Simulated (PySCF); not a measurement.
Geometries of 3 isomers of C6H10, from PBE0-D3(BJ)/def2-SVP geometry optimisation, gas phase in PySCF. One conformer each, no zero-point energy, no frequencies.

Task: Which isomer lies lowest at this level?
A.
```xyz
16
angstrom
C     -0.621    1.630   -0.049
C     -0.446    0.117   -0.128
C     -1.547   -0.615    0.632
C      0.927   -0.292    0.385
C      2.137   -0.331   -0.499
C      1.661   -1.487   -0.145
H     -1.604    1.945   -0.434
H      0.154    2.154   -0.629
H     -0.547    1.978    0.995
H     -0.497   -0.184   -1.190
H     -1.514   -0.364    1.706
H     -1.438   -1.707    0.543
H     -2.547   -0.342    0.259
H      1.067   -0.024    1.449
H      2.875    0.251   -1.045
H      1.713   -2.572   -0.181
```
B.
```xyz
16
angstrom
C     -1.874   -0.610   -0.506
C     -1.903    0.393    0.610
C     -0.637   -0.352    0.303
C      0.529    0.356   -0.303
C      1.765    0.614    0.507
C      1.795   -0.389   -0.609
H     -1.892   -0.234   -1.534
H     -2.400   -1.559   -0.370
H     -2.449    0.143    1.524
H     -1.940    1.454    0.345
H     -0.357   -1.137    1.016
H      0.248    1.140   -1.015
H      2.291    1.563    0.371
H      1.783    0.239    1.535
H      2.341   -0.140   -1.522
H      1.832   -1.450   -0.344
```
C.
```xyz
16
angstrom
C      3.081   -0.169    0.730
C      1.868    0.562    0.236
C      0.698    0.018    0.005
C     -0.470   -0.539   -0.207
C     -1.578   -0.652    0.806
C     -2.838    0.094    0.384
H      2.869   -1.235    0.892
H      3.439    0.260    1.681
H      3.911   -0.087    0.010
H      1.977    1.640    0.050
H     -0.679   -0.937   -1.211
H     -1.818   -1.721    0.950
H     -1.220   -0.279    1.778
H     -3.642   -0.030    1.125
H     -2.640    1.172    0.275
H     -3.216   -0.272   -0.584
```

Result: B. That is bicyclopropyl, `C1(CC1)C1CC1`, 3.9 kcal/mol below the next.

| SMILES | atoms numbered as above | E (Eh) | relative (kcal/mol) | relative (kJ/mol) | dipole (D) |
| --- | --- | --- | --- | --- | --- |
| C1CC1C1CC1 | [CH2:1]1[CH2:2][CH:3]1[CH:4]1[CH2:5][CH2:6]1 | -234.15806 | 0.0 | 0.0 | 0.00 |
| CC=C=CCC | [CH3:1][CH:2]=[C:3]=[CH:4][CH2:5][CH3:6] | -234.15187 | 3.9 | 16.3 | 0.23 |
| CC(C)C1C=C1 | [CH3:1][CH:2]([CH3:3])[CH:4]1[CH:5]=[CH:6]1 | -234.12132 | 23.1 | 96.5 | 0.50 |

As drawn, the highest has a C=C bond outside aromatic rings, which the lowest lacks.
